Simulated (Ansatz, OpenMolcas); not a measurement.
**CH3BO (Borane carbonyl): methods side by side**

The species is CH3BO (6 atoms), meant as a singlet with charge 0. SMILES: `[BH3-]C#[O+]`. Geometry: relaxed at PBE0-D4/def2-TZVP.

```xyz
6

B    -0.2752    0.4197   -0.1999
C     0.4942   -0.7557    0.3593
O     1.0683   -1.6311    0.7763
H    -1.4371    0.1217   -0.0503
H     0.0695    0.4851   -1.3568
H     0.0803    1.3602    0.4715
```

Each level gives the electronic atomisation energy (eV). The values are calculated. Electronic energies at fixed atoms, without zero-point motion or spin-orbit coupling.

```tsv
level	kind	program	value (eV)	less CCSD(T)/def2-TZVP
HF/def2-TZVP	Hartree–Fock	OpenMolcas	17.87	-5.90
SVWN5/def2-TZVP	LDA	Ansatz	28.54	+4.77
PBE/def2-TZVP	GGA	OpenMolcas	25.48	+1.71
M06-L/def2-TZVP	meta-GGA	OpenMolcas	25.03	+1.26
TPSS/def2-TZVP	meta-GGA	OpenMolcas	24.97	+1.20
M06-2X/def2-TZVP	hybrid meta-GGA	OpenMolcas	24.70	+0.93
wB97X/def2-TZVP	range-separated hybrid	Ansatz	24.57	+0.80
B2PLYP/def2-TZVP	double hybrid	Ansatz	24.48	+0.71
CCSD(T)/def2-TZVP	coupled cluster or CI	Ansatz	23.77	0.00
```

CCSD(T)/def2-TZVP is the highest level here, not the true value. The values span 17.87 to 28.54 eV.
